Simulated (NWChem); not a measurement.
System: methyl formate (C2H4O2); SMILES COC=O

```xyz
8

C     -0.5128    -1.3151     0.0000
O      0.6744    -0.5366    -0.0001
C      0.5044     0.7822     0.0000
O     -0.5508     1.3474     0.0000
H     -1.1182    -1.1059    -0.8944
H     -0.1945    -2.3638     0.0051
H     -1.1230    -1.0986     0.8895
H      1.4975     1.2786     0.0002
```
Atoms are numbered in this order, from 1.

Program: NWChem. Pople sets run with spherical d functions. All runs use the structure optimised with PBE0/def2-SVP. Total energies compare along this basis series because the functional is fixed.

```csv
level,basis functions,energy (Ha),highest occupied level (eV),orbital gap (eV),dipole (D)
B3LYP/STO-3G,24,-225.9906,-4.38,7.70,1.33
B3LYP/3-21G,44,-227.7905,-7.48,7.92,1.67
B3LYP/6-31G*,64,-229.0583,-7.71,7.96,1.83
B3LYP/6-31+G*,80,-229.0712,-8.16,7.83,1.95
B3LYP/def2-SVP,76,-228.8930,-7.86,7.91,1.81
B3LYP/def2-SVPD,118,-228.9127,-8.23,7.80,1.96
B3LYP/def2-TZVP,148,-229.1643,-8.10,7.84,1.93
B3LYP/6-311++G**,116,-229.1381,-8.19,7.76,1.93
B3LYP/aug-cc-pVTZ,276,-229.1599,-8.16,7.73,1.94
```
